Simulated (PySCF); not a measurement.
Compound: B₂N (doublet state).
Atom-mapped SMILES: `[B:1][N:2]=[B:3]`

Theory: UKS B3LYP, IGLO-III on B N, non-relativistic, mean-field spin-orbit, GIAO in PySCF. Geometry: PBE0-D3(BJ)/def2-SVP; no solvent, vibrations or thermal averaging.

Principal values of hyperfine tensors in MHz (contact and dipolar terms together), for some of the nuclei:

| atom | isotope | A1 | A2 | A3 | alike by the symmetry of this geometry |
| --- | --- | --- | --- | --- | --- |
| B3 | 11B | 468.18 | 468.18 | 528.66 | B1 |
| N2 | 14N | -31.92 | -31.92 | -10.02 | none |

(1) Split each tensor into its isotropic and traceless parts, and turn a_iso into mT with g = 2.0015.

(2) What spin density at the nucleus of N2 lies behind its contact coupling (g_N = 0.40376)?

(3) Which nucleus of the table has the largest anisotropic coupling, and what is its form?

(4) In a single crystal, with the field along each principal axis of the tensor of N2 in turn, what first-order splitting does this nucleus give (isotropic g, quadrupole terms neglected)?

Answers

(1) a_iso is a third of the trace, T = A − a_iso, and a(mT) = a(MHz)/(g × 13.996).

| atom | a_iso (MHz) | a_iso (mT) | T1 | T2 | T3 |
| --- | --- | --- | --- | --- | --- |
| B3 | 488.34 | 17.433 | -20.16 | -20.16 | 40.32 |
| N2 | -24.62 | -0.879 | -7.30 | -7.30 | 14.60 |

(2) a_FC = (2μ0/3) gₑ μB g_N μN ρ(0)/(2S·h) = 800.24 MHz × g_N × ρ(0)/(2S), with ρ in bohr⁻³. With a_FC = -24.62 MHz and 2S = 1, ρ(0) = -0.0762 bohr⁻³.

(3) B3: -20.2, -20.2, 40.3 MHz, axial, in the ratio −1:−1:+2, as the symmetry of a linear species with an axial spin density requires.

(4) 3 lines (I = 1), spaced by |A_i|/(g × 13.996): 1.14, 1.14, 0.36 mT along the axes of A1, A2 and A3.

The run took 8.3 s wall (with the writing of density and orbital grids) on Arm Neoverse V1, one thread, no GPU (shared host), and the process peaked at 0.34 GiB of memory.
